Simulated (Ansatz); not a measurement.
A nudged elastic band was laid between two geometries of CH8AlN (11 atoms, charge 0, multiplicity 1).

Level of theory: Ansatz, RKS r2SCAN/6-31G*.

- movable images: 5
- climbing image: yes
- spring: 5.0 eV/Å²
- optimiser: quadratic models (default)
- start path: through a guess of the saddle point
- force threshold: 0.05 eV/Å
- iteration limit: 60
- end points: relaxed

Initial state:

```xyz
11
Properties=species:S:1:pos:R:3
Al -0.061 -0.250 0.426
C 0.070 0.432 2.282
H -0.836 0.240 2.875
H 0.920 0.008 2.838
H 0.214 1.522 2.296
H 1.289 -0.316 -0.455
H -1.433 0.017 -0.382
N -0.301 -2.288 0.767
H -0.440 -2.789 -0.111
H 0.518 -2.689 1.225
H -1.110 -2.475 1.360
```

Final state:

```xyz
11
Properties=species:S:1:pos:R:3
Al 0.121 -0.829 -0.255
C -0.217 0.260 2.799
H -0.683 0.517 3.755
H 0.861 0.435 2.855
H -0.652 0.892 2.016
H 1.609 -0.291 -0.096
H -1.119 0.058 -0.708
N -0.164 -2.567 0.002
H -1.060 -3.028 -0.100
H 0.546 -3.239 0.269
H -0.410 -0.797 2.586
```

Q: What changes between the two ends?

A: Bonds broken: Al1–C2, N8–H11. Bonds formed: C2–H11. CH8AlN becomes AlH4N + CH4.

Q: What energy profile does the band end with?

A: The run converged. The highest image is number 3 of 0 to 6, 31.4 kcal/mol above the first end and 28.2 kcal/mol above the last; the last end lies 3.2 kcal/mol above the first. A vibrational analysis at the climbing image gives one clearly imaginary mode, 1369i cm⁻¹: a first-order saddle point. The orbitals stay closed-shell, which can raise the energy where a bond breaks towards radicals; this wasn't checked here.

| image | path coordinate (Å) | energy (kcal/mol) | Al1–C2 (Å) | N8–H11 (Å) | C2–H11 (Å) |
| --- | --- | --- | --- | --- | --- |
| 0 | 0.00 | 0.0 | 1.98 | 1.02 | 3.27 |
| 1 | 0.89 | 0.4 | 1.98 | 1.02 | 2.96 |
| 2 | 1.78 | 5.0 | 2.00 | 1.02 | 2.26 |
| 3 | 2.68 | 31.4 | 2.18 | 1.36 | 1.43 |
| 4 | 3.67 | 6.3 | 2.80 | 2.28 | 1.10 |
| 5 | 4.67 | 3.4 | 3.25 | 2.94 | 1.10 |
| 6 | 5.67 | 3.2 | 3.26 | 3.14 | 1.10 |

Q: What is the geometry of the highest image?

A: 
```xyz
11
Properties=species:S:1:pos:R:3
Al -0.012 -0.420 0.144
C -0.110 0.003 2.277
H -1.028 0.001 2.876
H 0.754 -0.137 2.939
H -0.020 1.045 1.910
H 1.458 -0.038 -0.338
H -1.342 0.157 -0.518
N -0.201 -2.242 0.738
H -1.052 -2.780 0.597
H 0.599 -2.869 0.776
H -0.216 -1.308 1.721
```

Q: What are the harmonic wavenumbers there?

A: 1369i, 112, 280, 353, 384, 450, 506, 618, 640, 665, 713, 745, 751, 775, 1285, 1358, 1488, 1574, 1595, 1822, 1921, 1925, 2976, 3086, 3143, 3518, 3628 cm⁻¹.

Run time: 6.1 min on 1 thread of Arm Neoverse V1, with other jobs on the host, peak memory 0.12 GiB.
